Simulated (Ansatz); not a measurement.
# CH₂AlO+ (SMILES [CH+]1[O][AlH]1): single points off equilibrium

An exercise on one series of results from a longer session: the logs are not shown, and one member is left open.

Method: single points in def2-TZVPP; program: Ansatz 0.2.0, Gaussian basis.

Cores are frozen in the correlated methods. B3LYP uses VWN-RPA correlation.

### Where the work starts

SMILES `[CH+]1[O][AlH]1`, 5 atoms, charge 1, spin multiplicity 1.

Atoms are counted from 1 here; the program's logs count them from 0.

Bond lengths: C1–O2 1.342 Å, C1–Al3 1.956 Å, C1–H4 1.238 Å, O2–Al3 1.932 Å, Al3–H5 1.517 Å. Angles: O2–C1–Al3 68.8°, O2–C1–H4 109.8°, Al3–C1–H4 178.2°, C1–O2–Al3 70.8°, C1–Al3–O2 40.4°, C1–Al3–H5 178.0°, O2–Al3–H5 138.2°.

Geometry (Å):

```
C    -0.5742   -0.8397   -0.1187
O    -0.3551   -0.1972    1.0393
Al    0.5871    0.7127   -0.3808
H    -1.3317   -1.8002    0.0709
H     1.4540    1.9456   -0.5546
```

The first run:

run/in.yaml

```yaml
crystal:
  periodic: [false, false, false]
  atoms:
    - {symbol: C, position_ang: [-0.574200, -0.839700, -0.118700]}
    - {symbol: O, position_ang: [-0.355100, -0.197200, 1.039300]}
    - {symbol: Al, position_ang: [0.587100, 0.712700, -0.380800]}
    - {symbol: H, position_ang: [-1.331700, -1.800200, 0.070900]}
    - {symbol: H, position_ang: [1.454000, 1.945600, -0.554600]}
basis:
  gaussian: {orbitals: def2-TZVPP}
total_charge: 1
correlation: {method: ccsd_t}
output: {forces: true}
```

No record of the launch command was kept for these runs.

Steps of the session up to this table: CCSD(T)/def2-TZVPP; PBE0-D4/def2-TZVPP; wB97M-V/def2-TZVPP; r2SCAN-D4/def2-TZVPP; PBE-D4/def2-TZVPP; B3LYP-D4/def2-TZVPP; HSE06-D4/def2-TZVPP.

One of the session's tables, all rows but one given; the rest of the session is left out.

| method | RMS force component (eV/Å) | angle to CCSD(T) forces (°) |
| --- | --- | --- |
| CCSD(T) | 1.633 | reference |
| PBE0-D4 | 1.888 | 9.6 |
| wB97M-V | 1.846 | 8.3 |
| r2SCAN-D4 | 1.725 | 6.2 |
| PBE-D4 | 1.529 | 5.3 |
| B3LYP-D4 | ? | ? |
| HSE06-D4 | 1.883 | 9.6 |

Estimate the missing values for B3LYP-D4.

The run gave: RMS force component (eV/Å): 1.781; angle to CCSD(T) forces (°): 6.9. In the column «RMS force component (eV/Å)» it lies between r2SCAN-D4 (1.725) and wB97M-V (1.846).
